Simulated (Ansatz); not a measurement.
# C2H3FO (SMILES CC(=O)F): levels of theory compared

Aim: a comparison of 6 runs (HF/STO-3G, HF/3-21G, BHLYP/aug-cc-pVDZ, wB97M-V/aug-cc-pVDZ, MP2/aug-cc-pVDZ, CCSD/aug-cc-pVDZ) of C2H3FO. 

The calculation is run with Ansatz 0.2.0.

50 further runs of the same task are left out: 50 set aside as unsound or not needed.

### Step 1. The structure to begin with

C2H3FO has 7 atoms, charge 0, and is taken as a singlet. As SMILES, `CC(=O)F`. The C1–H6 distance was set to 1.419 Å, away from the relaxed value.

Bond lengths: C1–C2 1.488 Å, C2–O3 1.179 Å, C2–F4 1.351 Å, C1–H5 1.087 Å, C1–H7 1.092 Å. Angles: C1–C2–O3 129.2°, C1–C2–F4 110.5°, O3–C2–F4 120.2°, C2–C1–H5 109.9°, C2–C1–H7 109.4°, H5–C1–H7 110.4°. A long bond or contact: C1–H6 1.419 Å.

### Step 2. The energy at HF/STO-3G (run 1)

Input file in.yaml:

```yaml
crystal:
  periodic: [false, false, false]
  atoms:
    - symbol: C
      position_ang: [0.276708, 0.254507, 0.523683]
    - symbol: C
      position_ang: [-0.903492, 0.205107, -0.380537]
    - symbol: O
      position_ang: [-2.044012, 0.073767, -0.111727]
    - symbol: F
      position_ang: [-0.519292, 0.337087, -1.669357]
    - symbol: H
      position_ang: [-0.043282, 0.147557, 1.556703]
    - symbol: H
      position_ang: [1.180650, -0.783140, 0.176830]
    - symbol: H
      position_ang: [0.801108, 1.201867, 0.384653]
basis:
  gaussian: {orbitals: STO-3G}
magnetization: {spin_polarized: false}
hamiltonian: {xc: hf}
accuracy: high
output: {orbitals: {seedname: orbitals}}
```

The run is started by

```console
$ ansatz run in.yaml --threads 1 --pin off --max-ram 3480MiB --events-out events.jsonl --progress --plain --runs-dir runs
```

Output:

```text
Warning: RAYON_NUM_THREADS=1 ignored (pool sized by the plan → 1); use --threads N
Functional definition: HF
  name "HF"
  exchange = exact_x
  correlation = 0
446 factors; integrals over basis functions are off by at most 2.4e-8 eV
mean field evaluation 1: about -6753.1264 eV, gradient 3.9e1 eV
mean field evaluation 2: about -6753.2719 eV, gradient 3.9e1 eV
mean field evaluation 4: about -6758.1564 eV, gradient 2.9e0 eV
mean field evaluation 8: about -6758.2245 eV, gradient 1.2e-1 eV
mean field -6758.22455685 eV, -248.3601715752 hartree, gradient 1.8e-8 eV, S^2 0.000000; 0 other end points of the search recorded, 0 dependent functions left out
reference -6758.22455685 eV, -248.3601715752 hartree; 16, 16 occupied and 7, 7 virtual orbitals, 446 factors
Total energy: -6758.22455685 eV, -248.3601715752 hartree
```

Run time: 0.16 s. Hardware: 1 thread of Arm Neoverse V1, shared host.

### Step 3. A single-point energy at HF/3-21G (run 2)

Input file input.yaml:

```yaml
crystal:
  periodic: [false, false, false]
  atoms:
    - symbol: C
      position_ang: [0.276708, 0.254507, 0.523683]
    - symbol: C
      position_ang: [-0.903492, 0.205107, -0.380537]
    - symbol: O
      position_ang: [-2.044012, 0.073767, -0.111727]
    - symbol: F
      position_ang: [-0.519292, 0.337087, -1.669357]
    - symbol: H
      position_ang: [-0.043282, 0.147557, 1.556703]
    - symbol: H
      position_ang: [1.180650, -0.783140, 0.176830]
    - symbol: H
      position_ang: [0.801108, 1.201867, 0.384653]
basis:
  gaussian: {orbitals: 3-21G.json}
hamiltonian: {xc: hf}
accuracy: high
output: {orbitals: {seedname: orbitals}}
```

The basis set 3-21G is read from a file made from the Basis Set Exchange's data (not shown).

The run is started by

```console
$ ansatz run input.yaml --threads 1 --pin off --max-ram 3480MiB --events-out events.jsonl --progress --plain --runs-dir runs
```

Output:

```text
Warning: RAYON_NUM_THREADS=1 ignored (pool sized by the plan → 1); use --threads N
[... 4 set-up lines as earlier in the session ...]
930 factors; integrals over basis functions are off by at most 3.5e-9 eV
mean field evaluation 1: about -6809.4957 eV, gradient 3.8e1 eV
mean field evaluation 2: about -6809.4948 eV, gradient 3.8e1 eV
mean field evaluation 4: about -6812.6886 eV, gradient 3.3e0 eV
mean field evaluation 8: about -6812.7395 eV, gradient 5.9e-1 eV
mean field evaluation 16: about -6812.7423 eV, gradient 1.4e-7 eV
mean field -6812.74230006 eV, -250.3636616845 hartree, gradient 6.4e-9 eV, S^2 0.000000; 0 other end points of the search recorded, 0 dependent functions left out
reference -6812.74230006 eV, -250.3636616845 hartree; 16, 16 occupied and 26, 26 virtual orbitals, 930 factors
Total energy: -6812.74230006 eV, -250.3636616845 hartree
```

Wall time 0.36 s (1 thread of Arm Neoverse V1, shared host).

Runs 3 to 5 aren't shown in full; the table further down has their settings and results.

### Step 4. The energy at CCSD/aug-cc-pVDZ (run 6)

Input file input.yaml:

```yaml
crystal:
  periodic: [false, false, false]
  atoms:
    - {symbol: C, position_ang: [0.276708, 0.254507, 0.523683]}
    - {symbol: C, position_ang: [-0.903492, 0.205107, -0.380537]}
    - {symbol: O, position_ang: [-2.044012, 0.073767, -0.111727]}
    - {symbol: F, position_ang: [-0.519292, 0.337087, -1.669357]}
    - {symbol: H, position_ang: [-0.043282, 0.147557, 1.556703]}
    - {symbol: H, position_ang: [1.180650, -0.783140, 0.176830]}
    - {symbol: H, position_ang: [0.801108, 1.201867, 0.384653]}
basis:
  gaussian: {orbitals: aug-cc-pVDZ}
correlation: {method: ccsd, frozen_orbitals: {C: 1, F: 1, H: 0, O: 1}}
accuracy: high
scf: {omitted_lower_state_checks: [cluster_reference, increment]}
```

The run is started by

```console
$ ansatz run input.yaml --threads 1 --pin off --max-ram 3480MiB --events-out events.jsonl --progress --plain --runs-dir runs
```

Output:

```text
Warning: RAYON_NUM_THREADS=1 ignored (pool sized by the plan → 1); use --threads N
[... 12 lines left out ...]
4 core orbitals not correlated: weight in the atoms' cores, before any rotation towards them, 1.000 or more for the frozen orbitals, at most 0.000 for the correlated occupied ones
[... 24 lines left out ...]
Total energy: -6870.67577510 eV, -252.4926776237 hartree
Checks for a lower state left out: cluster_reference, increment
```

Run time: 45 s. Hardware: 1 thread of Arm Neoverse V1, shared host; peak memory 1.2 GiB.

### Step 5. Overview of the runs

```csv
run,level,frozen core orbitals,energy (Eh),HOMO energy (eV),LUMO energy (eV),HOMO–LUMO gap (eV),wall time
1,HF/STO-3G,–,-248.360172,-9.91,7.67,17.59,0.16 s
2,HF/3-21G,–,-250.363662,-12.92,3.61,16.54,0.36 s
3,BHLYP/aug-cc-pVDZ,–,-252.966668,-10.70,-0.31,10.39,12 s
4,wB97M-V/aug-cc-pVDZ,–,-253.013740,-11.49,0.17,11.66,70 s
5,MP2/aug-cc-pVDZ,4,-252.470418,–,–,–,6.3 s
6,CCSD/aug-cc-pVDZ,4,-252.492678,–,–,–,45 s
```

### Step 6. Summary of results

| quantity | value |
| --- | --- |
| run 6: total energy | -252.49268 Eh |
| run 6: correlation energy (4 core orbitals frozen) | -701.1 mEh |
| run 6: T1 diagnostic | 0.015 |

What this shows: Over runs 1, 2, 3, 4 the HOMO–LUMO gap runs from 10.39 eV (BHLYP/aug-cc-pVDZ) to 17.59 eV (HF/STO-3G). The two ends differ in method and basis. Totals of different functionals can't be ranked against each other. In run 1 the basis is minimal, so the values are rough. All runs together took 2.2 min, the longest 70 s.
